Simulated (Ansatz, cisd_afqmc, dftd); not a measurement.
Barrier from HCl (chlorane, SMILES Cl) + CH3 (SMILES [CH3], doublet) to the saddle point below; all geometries are those of the HTBH38 set.
```
C
H 1 1.0819
H 1 1.0819 2 116.30
H 1 1.0819 2 116.30 3 142.70
H 1 1.3965 2 101.24 3 -108.65
Cl 5 1.4514 3 146.57 1 180.00
```
Charge 0, spin multiplicity 2.

Quantity: barrier height (electronic, no zero-point energy), in kcal/mol. Radicals and triplets start from unrestricted determinants; spin-orbit coupling is neglected. Correlated methods leave the cores frozen. Rows without X2C or -DK are non-relativistic. AFQMC is phaseless with a CISD trial state; ± is one standard error, without the phaseless bias. Outlying blocks are dropped, and bars are widened where a walk drifts. Over all cases where full CI ran beside it in this data, AFQMC minus full CI had a median of +0.1 mEh and passed +0.4 mEh in a tenth of the cases. CBS(X,Y): correlation extrapolated as X^-3, Hartree-Fock from the larger set. A bracket is a step between two methods taken in the basis named. Functionals run without relativity, which enters their misses. Double hybrids freeze cores in their MP2 part. 'core' is core correlation in cc-pwCVTZ (1s frozen past Ne), 'X2C' scalar relativity in cc-pVTZ-DK, both at CCSD(T). The UHF reference of CH4Cl (saddle point or complex, doublet) is spin-contaminated (<S^2> up to 0.04 over the pure value in the sets run).

Published benchmark value: 1.7 kcal/mol (Zhao et al., J. Phys. Chem. A 109, 2012 (2005), HTBH38), a best estimate, not a measurement.

| level | program | barrier height (kcal/mol) | difference against that value |
|---|---|---|---|
| PBE0-D4/def2-TZVPD | Ansatz + dftd4 | -2.9 | -4.6 |
| PBE0/def2-TZVPD | Ansatz | -2.2 | -3.9 |
| r2SCANh/def2-TZVPD | Ansatz | -1.7 | -3.4 |
| B2GP-PLYP-D3(BJ)/def2-TZVPD | Ansatz + dftd3 | 0.4 | -1.3 |
| B2GP-PLYP-D4/def2-TZVPD | Ansatz + dftd4 | 0.6 | -1.1 |
| MP2/aug-cc-pV(T+d)Z | Ansatz | 2.4 | 0.7 |
| CCSD(T)/aug-cc-pV(Q+d)Z | Ansatz | 1.8 | 0.1 |
| CCSDT(Q)/aug-cc-pV(D+d)Z | Ansatz | 1.5 | -0.2 |
| AFQMC/CISD/aug-cc-pV(T+d)Z | cisd_afqmc | 1.4 ± 0.2 | -0.3 |
| CCSD(T)/CBS(aug-cc-pV(T+d)Z,aug-cc-pV(Q+d)Z) + [AFQMC/CISD - CCSD(T)]/aug-cc-pV(T+d)Z + core + X2C | Ansatz + cisd_afqmc | 1.4 ± 0.2 | -0.3 |
| CCSD(T)/CBS(aug-cc-pV(T+d)Z,aug-cc-pV(Q+d)Z) + [CCSDT(Q) - CCSD(T)]/aug-cc-pV(D+d)Z + core + X2C | Ansatz | 1.5 | -0.2 |

Ansatz is a quantum-chemistry and plane-wave program.
